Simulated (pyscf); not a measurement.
# Four-centre exchange: HO–AlH₂ (SMILES [OH][AlH2]) + H₂O (SMILES O) → HO–AlH–OH (SMILES [OH][AlH][OH]) + H₂ (SMILES [H][H])

Gas phase, singlet surface, charge 0. Bonds broken: Al2–H4, O6–H7. Bonds formed: Al2–O6, H4–H7. Optimised with ωB97X-D3(BJ)/def2-SVP in PySCF.

Transition state (Å):

```xyz
8

O      1.8904     0.5971     0.5479
Al     0.4144     0.0520    -0.1011
H      2.0494     1.3369     1.1352
H     -0.9133    -0.0630     1.0964
H      0.4317    -1.1808    -1.0811
O     -0.8300     1.3825    -0.5302
H     -1.2129     0.6920     0.4156
H     -1.3675     1.3854    -1.3326
```

One imaginary mode, 1272i cm⁻¹; descent along it reached the two sides named, in the forms told below.

| bond | change | reactant side (Å) | saddle | product side |
|---|---|---|---|---|
| Al2–H4 | breaks | 1.604 | 1.792 | 2.451 |
| O6–H7 | breaks | 0.968 | 1.232 | 2.7 |
| Al2–O6 | forms | 2.038 | 1.872 | 1.709 |
| H4–H7 | forms | 2.7 | 1.060 | 0.762 |

Electronic energies relative to the separated reactants (kJ/mol):

```json
[
 {"level": "ωB97X-D3(BJ)/def2-TZVP", "barrier": "-22.0", "reaction energy": "-123.3", "reverse barrier": "101.3"},
 {"level": "PBE/def2-TZVP", "barrier": "-34.7", "reaction energy": "-118.6", "reverse barrier": "83.9"},
 {"level": "r²SCAN/def2-TZVP", "barrier": "-40.6", "reaction energy": "-130.7", "reverse barrier": "90.1"},
 {"level": "B3LYP-D3(BJ)/def2-TZVP", "barrier": "-22.3", "reaction energy": "-125.7", "reverse barrier": "103.4"},
 {"level": "PBE0-D3(BJ)/def2-TZVP", "barrier": "-29.4", "reaction energy": "-117.2", "reverse barrier": "87.8"},
 {"level": "M06-2X/def2-TZVP", "barrier": "-27.1", "reaction energy": "-137.6", "reverse barrier": "110.5"},
 {"level": "ωB97M-D3(BJ)/def2-TZVP", "barrier": "-18.7", "reaction energy": "-122.2", "reverse barrier": "103.4"},
 {"level": "HF/def2-TZVP", "barrier": "35.5", "reaction energy": "-113.6", "reverse barrier": "149.1"}
]
```

With ωB97M-D3(BJ)/def2-TZVP energies and thermal terms (ideal gas, 1 atm, RRHO with modes under 100 cm⁻¹ raised to 100, one conformer, R ln 2 for chiral ones without a mode under 150 cm⁻¹), in kJ/mol:

```
T (K)    ΔH‡    ΔG‡      ΔH      ΔG
-----  -----  -----  ------  ------
298    -23.8   18.8  -131.6  -122.5
600    -23.7   62.2  -126.8  -115.1
900    -21.2  104.7  -123.0  -110.1
1200   -18.0  146.2  -120.2  -106.2
```

On the reactant side the descent ends in an adduct with a Al–O contact, 85.8 kJ/mol under the separated species and 63.7 kJ/mol under the saddle at ωB97X-D3(BJ)/def2-TZVP. At ωB97X-D3(BJ)/def2-TZVP, PBE, r²SCAN, B3LYP-D3(BJ), PBE0-D3(BJ), M06-2X, ωB97M-D3(BJ) the saddle lies under the separated reactants, which points to a path from their complex (located at ωB97X-D3(BJ) alone). What is counted as formed (Al–O) is already present as a longer contact in the reactant adduct; forming that adduct is a step of its own. At the saddle there is also a short Al–H contact that neither side keeps. This is the saddle that the search found; another between the same sides may lie lower.
